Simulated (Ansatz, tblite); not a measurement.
Forces on the cluster Al3H at its PBE-D4/def2-TZVP geometry. Charge 0, multiplicity 1.

The xTB rows come from tblite. The restricted singlet is unstable towards broken spin symmetry at other levels; at r2SCANh-D4/def2-TZVP this wasn't settled. The structure comes from a short search, and lower isomers may exist.

GFN1-xTB (tblite), largest force 1.76 eV/Å:

```xyz
4
positions Å, forces eV/Å
Al    0.742   -1.788   -0.211   -0.053   -0.176   -0.227
Al   -0.744   -0.610   -1.694    0.053   -0.260   -0.120
Al    0.000    0.568    0.451   -0.001   -0.942   -0.749
H     0.001    1.830    1.453    0.001    1.378    1.095
```

GFN2-xTB (tblite), largest force 2.09 eV/Å:

```
Al 1.273 -1.262 1.071
Al -1.273 0.758 -1.470
Al 0.000 0.046 0.036
H 0.000 0.457 0.363
```

r2SCANh-D4/def2-TZVP (Ansatz), largest force 0.21 eV/Å:

```
Al -0.120 0.157 -0.071
Al 0.120 -0.033 0.169
Al 0.000 0.035 0.028
H 0.000 -0.159 -0.127
```
